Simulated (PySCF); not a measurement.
Compound: 2,3-dihydrothiophene, C4H6S.
SMILES with atom numbers: `[CH:1]1=[CH:2][S:3][CH2:4][CH2:5]1` (hydrogens: H6 on C1; H7 on C2; H8, H9 on C4; H10, H11 on C5)

The same species was optimised twice, with GFN2-xTB and with PBE0-D3(BJ)/def2-SVP (PySCF), and the same property calculations (PySCF, gas phase) were run on both structures.

```csv
coordinate,GFN2-xTB,PBE0-D3(BJ)/def2-SVP,change
C2–H7 (Å),1.073,1.092,+0.019
C1–H6 (Å),1.076,1.092,+0.016
C1=C2 (Å),1.324,1.338,+0.014
C5–H10 (Å),1.095,1.107,+0.012
C4–H8 (Å),1.090,1.102,+0.012
C2–S3 (Å),1.748,1.759,+0.011
C4–H9 (Å),1.088,1.098,+0.010
C5–H11 (Å),1.092,1.102,+0.010
C1–C5 (Å),1.499,1.504,+0.005
S3–C4 (Å),1.837,1.834,-0.003
C4–C5 (Å),1.531,1.531,0.000
C5–C1–H6 (°),120.1,122.6,+2.5
C1–C5–H11 (°),110.9,113.0,+2.1
C2–C1–C5 (°),115.9,114.1,-1.8
C1–C2–H7 (°),127.8,126.2,-1.6
S3–C2–H7 (°),117.1,118.7,+1.6
C2–S3–C4 (°),91.6,90.0,-1.6
C1–C5–C4 (°),107.8,106.4,-1.4
S3–C4–H9 (°),107.9,109.3,+1.4
```

Rotational constants: A = 6911, B = 4725, C = 2918 MHz (GFN2-xTB) against A = 6892, B = 4691, C = 2944 MHz (PBE0-D3(BJ)/def2-SVP).

On the GFN2-xTB structure: isotropic polarisability (au) 64.2 [CAM-B3LYP/def2-SVPD]; HOMO (eV) -7.06 [CAM-B3LYP/def2-SVPD]; LUMO (eV) 1.30 [CAM-B3LYP/def2-SVPD]; dipole (D) 1.72 [CAM-B3LYP/def2-SVPD]; HOMO (eV) -5.80 [PBE0/pcSseg-1]; LUMO (eV) 0.41 [PBE0/pcSseg-1]; dipole (D) 1.71 [PBE0/pcSseg-1]; GIAO shielding of C1 (ppm) 63.1 [PBE0/pcSseg-1]; GIAO shielding of C2 (ppm) 51.4 [PBE0/pcSseg-1]; GIAO shielding of S3 (ppm) 434.8 [PBE0/pcSseg-1]; GIAO shielding of C4 (ppm) 152.4 [PBE0/pcSseg-1]; GIAO shielding of C5 (ppm) 148.5 [PBE0/pcSseg-1].

Problem. What do these properties become on the PBE0-D3(BJ)/def2-SVP structure?

Solution. 
```csv
property,level,on GFN2-xTB,on PBE0-D3(BJ)/def2-SVP,change
isotropic polarisability (au),CAM-B3LYP/def2-SVPD,64.2,65.3,+1.1
HOMO (eV),CAM-B3LYP/def2-SVPD,-7.06,-7.15,-0.09
LUMO (eV),CAM-B3LYP/def2-SVPD,1.30,1.21,-0.09
dipole (D),CAM-B3LYP/def2-SVPD,1.72,1.66,-0.06
"energy, GFN2-xTB geometry as zero (kcal/mol)",CAM-B3LYP/def2-SVPD,0.0,-1.0,-1.0
HOMO (eV),PBE0/pcSseg-1,-5.80,-5.90,-0.10
LUMO (eV),PBE0/pcSseg-1,0.41,0.22,-0.19
dipole (D),PBE0/pcSseg-1,1.71,1.63,-0.08
"energy, GFN2-xTB geometry as zero (kcal/mol)",PBE0/pcSseg-1,0.0,-0.9,-0.9
GIAO shielding of C1 (ppm),PBE0/pcSseg-1,63.1,58.2,-4.9
GIAO shielding of C2 (ppm),PBE0/pcSseg-1,51.4,45.6,-5.8
GIAO shielding of S3 (ppm),PBE0/pcSseg-1,434.8,442.5,+7.7
GIAO shielding of C4 (ppm),PBE0/pcSseg-1,152.4,146.5,-5.9
GIAO shielding of C5 (ppm),PBE0/pcSseg-1,148.5,147.0,-1.5
```

The heavy atoms differ by 0.073 Å rms after alignment. Among all bonds C2–H7 changes most (+0.019 Å). Changes are differences of the printed values. Neither structure is proved a minimum here.
